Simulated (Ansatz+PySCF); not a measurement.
Values are calculated unless marked as measured or tabulated.
Input for PySCF 2.14.0:

```python
from pyscf import gto, scf

mol = gto.M(atom="""
C 0.000000 0.000000 0.000000
C 1.527470 0.000000 0.000000
C -0.763730 1.322830 0.000000
C -0.763730 -1.322830 0.000000
H 2.134670 -1.011160 0.000000
H 2.134670 1.011160 0.000000
H -1.943020 1.343100 0.000000
H -0.191640 2.354260 0.000000
H -1.943020 -1.343100 0.000000
H -0.191640 -2.354260 0.000000
""", basis='def2-svp', charge=0, spin=2)
mf = scf.UHF(mol)
mf.init_guess = 'minao'
mf.kernel()
while True:  # follow internal instabilities
    mo, _, stable, _ = mf.stability(return_status=True)
    if stable: break
    mf.kernel(mf.make_rdm1(mo, mf.mo_occ))
print(mf.converged, mf.e_tot, mf.spin_square()[0])
```

The script is written out from the run's settings.

The run gave:

| Item | Value |
| --- | --- |
| Converged | yes |
| Total energy | -154.72910 hartree |
| Spin squared of the determinant | 2.330 |

Caution: the unrestricted determinant is spin contaminated.
